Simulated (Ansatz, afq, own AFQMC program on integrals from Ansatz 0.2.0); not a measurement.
# AlO, doublet in 6-31G, levels against full CI

```yaml
atoms:
  - { symbol: Al, position_ang: [0.0000, 0.0000, 0.0000] }
  - { symbol: O, position_ang: [0.0000, 0.0000, 1.7480] }
```

Basis 6-31G. Only valence electrons are correlated. Integrals, coupled cluster, full CI and functionals: Ansatz 0.2.0; the random walks run on the same integrals in our own AFQMC program. The CISD trial takes its coefficients from CCSD amplitudes. Released means that phaseless walkers are propagated on without the constraint, phases kept. Error bars are statistical, one sigma.

Determinant: UHF, the one that the program's search chose, which needn't be the lowest solution. The geometry is a point of a scan.

Full CI on the same integrals is exact in this basis and with this determinant's frozen core.

Cautions: the search met a lower determinant of the same kind, perhaps of another symmetry (434 meV lower), and this one is a saddle point; strong correlation (T1 0.105, weight of the determinant 0.71, largest double 0.12); the released energies are still falling, so no released level is given (meV from the phaseless value at times in 1/Eh: -13 ± 9 at 0.24, -1 ± 11 at 0.51, -22 ± 5 at 0.99, -29 ± 7 at 1.62, -45 ± 21 at 2.40).

```
T1 diagnostic                               : 0.1053
weight of the determinant in the CISD state : 0.706
⟨S²⟩ of the determinant                     : 0.787
size of the correlated space                : 9 electrons in 16 orbitals
```

```json
{"level": "MP2", "correlation energy (eV)": "-3.4901"}
{"level": "CCSD", "correlation energy (eV)": "-4.3859"}
{"level": "CCSD(T)", "correlation energy (eV)": "-4.5367"}
```

Estimate where full CI lies against CCSD(T) on the same integrals.

9.4 kJ/mol below CCSD(T).

Reference: full CI, correlation energy -4.634 eV. The cautions show a poor starting determinant, so the rows tell how each method copes with it here, and full CI is the sure value.

```
        level  E − E(reference) (kJ/mol)  share of correlation (%)
      CCSD(T)                        9.4                     97.89
ph-AFQMC/CISD                  7.1 ± 0.4                     98.42
```

A walk keeps the symmetry of its determinant, which the program's search chose and which needn't be the lowest solution, so a lower state of the same spin and another symmetry isn't excluded.
